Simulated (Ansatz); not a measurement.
Results of PBE in Ansatz (PAW) for 1T (CdI2-type) PtSe₂.

Numerical settings: plane-wave cutoff 520 eV, 12×12×8 k mesh (along the axes of the cell as run), scalar-relativistic PAW data made under PBE.

Cell (relaxed at this level):

```cif
data_PtSe2
_chemical_formula_sum 'Pt1 Se2'
_space_group_name_H-M_alt 'P-3m1'
_space_group_IT_number 164
_space_group_name_Hall '-P 3 2"'
_cell_length_a 3.75164
_cell_length_b 3.75164
_cell_length_c 6.47842
_cell_angle_alpha 90.000
_cell_angle_beta 90.000
_cell_angle_gamma 120.000
loop_
_atom_site_label
_atom_site_type_symbol
_atom_site_symmetry_multiplicity
_atom_site_Wyckoff_symbol
_atom_site_fract_x
_atom_site_fract_y
_atom_site_fract_z
_atom_site_occupancy
Pt1 Pt 1 a 0.00000 0.00000 0.00000 1
Se1 Se 2 d 0.33333 0.66667 0.20168 1
```

Problem. What does this level give for the elastic constant C33, elastic constant C44, Voigt–Reuss–Hill shear modulus (Hill average), Voigt–Reuss–Hill bulk modulus, elastic constant C11, elastic constant C12, elastic constant C13 and elastic constant C66?

Solution. 
elastic constant C33: 1.66 GPa
elastic constant C44: 0.61 GPa
Voigt–Reuss–Hill shear modulus (Hill average): 11.1 GPa
Voigt–Reuss–Hill bulk modulus: 17.4 GPa
elastic constant C11: 112 GPa
elastic constant C12: 31.0 GPa
elastic constant C13: 2.37 GPa
elastic constant C66: 40.7 GPa

Note: the cell comes from a level without a dispersion term, which matters for the spacing of layers, chains or molecules; the cell has widely spaced layers and the level no dispersion term, so their spacing and the moduli can rest on weak binding.

Elastic constants are with the ions relaxed.

Spin–orbit coupling is not included.

Computing time: roughly 50 core-minutes.

Ansatz is a first-principles code.
